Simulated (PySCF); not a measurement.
BF + HCl → BCl + HF

Level: PBE0 in the def2-SVP basis family, all electrons, no relativity, computed in PySCF with density fitting; open shells unrestricted.

| species | state and structure | E (Eh) | ZPE (kJ/mol) | H(298 K) − H(0) (kJ/mol) | S° (J/(mol K)) |
| --- | --- | --- | --- | --- | --- |
| BF | singlet, C∞v, B–F 1.263 Å | -124.42707 | 8.5 | 8.7 | 200.5 |
| HCl | singlet, C∞v, H–Cl 1.285 Å | -460.50213 | 18.0 | 8.7 | 186.7 |
| BCl | singlet, C∞v, B–Cl 1.719 Å | -484.62557 | 5.1 | 8.8 | 213.1 |
| HF | singlet, C∞v, H–F 0.920 Å | -100.25837 | 24.9 | 8.7 | 173.6 |

Task: What is the electronic reaction energy?

Result: At PBE0/def2-SVP, ΔE = 118.8 kJ/mol from the differences of the total energies times 2625.5, uphill. 

Task: Add zero-point, thermal and entropy terms for 298.15 K and 1 bar.

Result: ΔZPE = 3.5 and Δ[H(298) − H(0)] = 0.1 kJ/mol give ΔH° = 122.4 kJ/mol. ΔS° = -0.5 J/(mol K), so ΔG° = 122.4 − 298.15 × (-0.0005) = 123 kJ/mol and log₁₀K = -21.5.

Only the bonding shown was studied: isomers, or loss of a ligand pair, can lie lower.
